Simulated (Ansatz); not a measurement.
What does this script print? It uses the Python package of Ansatz (0.2.0).

The script, `c3h4s.py`:
```python
# -*- coding: utf-8 -*-
"""Single point of C3H4S."""

from pathlib import Path

import ansatz as az
from ase import Atoms
import numpy as np


def main():
    atoms = Atoms(["C", "C", "C", "S", "H", "H", "H", "H"], positions=[
        (-0.5277, 1.2834, -0.4477),
        (0.173, 0.3425, -0.0691),
        (0.899, -0.6343, 0.3091),
        (0.3162, -2.1737, 0.6249),
        (-0.7486, 1.4981, -1.5324),
        (-1.0454, 2.0028, 0.2612),
        (2.0245, -0.4925, 0.4653),
        (-0.9988, -1.8833, 0.3327),
    ])
    c3h4s = az.Crystal.molecule_from_ase(atoms)

    calculation = (
        c3h4s.calculation()
        .basis(gaussian="6-31G*")
        .functional("lc_wpbe")
        .forces()
        .orbitals()
    )
    res = calculation.run(threads=1, runs_dir="c3h4s_runs")
    data = res.report

    print("reference energy %16.6f eV" % data["reference_energy_ev"])
    print("total energy     %16.6f eV" % data["free_energy_ev"])
    print("occupied orbitals outside the frozen core (up, down):", data["n_occupied"], " frozen:", data["n_frozen"], " virtual:", data["n_virtual"])

    field = data["mean_field"]
    print("<S^2> =", round(abs(field["state"]["spin_squared"]), 4), " all-electron relativity setting:", field["relativity"])
    print("passes:", field["passes"])
    if "symmetry" in field:
        print("occupied orbitals by irrep:", field["symmetry"]["occupied"])

    symbols = [site.symbol for site in c3h4s.cartesian_sites]
    forces = np.array(data["forces_ev_ang"])
    print("largest force", round(float(np.linalg.norm(forces, axis=1).max()), 4), "eV/A, rms", round(float(np.sqrt((forces ** 2).mean())), 4))

    charges = data["charge_distribution"]
    dipole = np.array(charges["dipole_moment_e_ang"]) * 4.803205
    print("dipole (D): {:.3f} {:.3f} {:.3f}, length {:.3f}".format(*dipole, np.linalg.norm(dipole)))
    print("atom  Mulliken   Lowdin")
    for symbol, m, l in zip(symbols, charges["mulliken_charges_e"], charges["lowdin_charges_e"]):
        print(f"{symbol:4s} {m:9.3f} {l:8.3f}")

    lines = Path(data["orbitals_path"]).read_text().splitlines()
    field_of = lambda key: [line.split("=")[1].strip() for line in lines if line.startswith(key)]
    orbitals = [(27.211386 * float(e), s, float(n)) for e, s, n in zip(field_of("Ene="), field_of("Spin="), field_of("Occup="))]
    homo = max(e for e, _, n in orbitals if n > 0.5)
    lumo = min(e for e, _, n in orbitals if n < 0.5)
    print(f"HOMO {homo:.3f} eV, LUMO {lumo:.3f} eV, gap {lumo - homo:.3f} eV")


if __name__ == "__main__":
    main()
```

```console
$ python c3h4s.py
reference energy    -14002.917730 eV
total energy        -14002.917730 eV
occupied orbitals outside the frozen core (up, down): [19, 19]  frozen: 0  virtual: [53, 53]
<S^2> = 0.0  all-electron relativity setting: none
passes: {'evaluations': 15, 'products': 14}
occupied orbitals by irrep: [{'A': 19}, {'A': 19}]
largest force 7.4904 eV/A, rms 2.0176
dipole (D): -0.599 1.104 -0.395, length 1.316
atom  Mulliken   Lowdin
C       -0.629   -0.245
C        0.439   -0.122
C       -0.512   -0.358
S       -0.006    0.162
H        0.185    0.151
H        0.183    0.151
H        0.222    0.181
H        0.118    0.080
HOMO -8.671 eV, LUMO 2.938 eV, gap 11.609 eV
```

Reading the output:
- Total energies depend on the basis set; only differences at equal settings carry meaning.
- The geometry is a force-field or estimated start, not a minimum of this method, and the basis set is short of its limit.
- The Löwdin charges here are taken after orthogonalising the functions within each atom; they differ from plain Löwdin charges, and their signs can be unphysical.
- Levels such as HOMO and LUMO are orbital energies: with these approximate functionals they aren't the ionisation energy and electron affinity, and their gap isn't the fundamental gap.
- Hardware and time: 2.9 s on 1 thread of Arm Neoverse V1, with other jobs on the host, peak memory 0.19 GiB.
